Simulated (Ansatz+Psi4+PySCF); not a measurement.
doublet N₄(+) in separate pieces: levels of theory in one basis

```xyz
4

N     0.5650    0.0000   -3.0000
N    -0.5650    0.0000   -3.0000
N    -0.5650    0.0000    3.0000
N     0.5950    0.0000    3.0000
```

Basis set: cc-pVTZ (spherical functions). Left uncorrelated: 4 orbitals. Correlation on ROHF uses semicanonical orbitals with singles. Charge 1, multiplicity 2.

Computed with Ansatz (development build ahead of 0.2.0); each method stands on the lowest determinant of its kind that the runs found.

| method | E − E(ROHF) (eV) | <S²> of the determinant |
| --- | --- | --- |
| ROHF | 0.00 | 0.75 |
| UHF | -0.09 | 0.80 |
| ROHF-MP2 | -18.91 | – |
| UHF-MP2 | -18.97 | 0.80 |

Q: Is a single determinant a sound starting point here?

A: By this sign, yes. Unrestricted orbitals gain 0.09 eV and <S²> is 0.80 against 0.75 for a pure state.

Caution for ROHF-MP2, UHF-MP2: MP2 on this radical cation hangs on the determinant chosen. Caution for UHF-MP2: another reference gives a lower total.
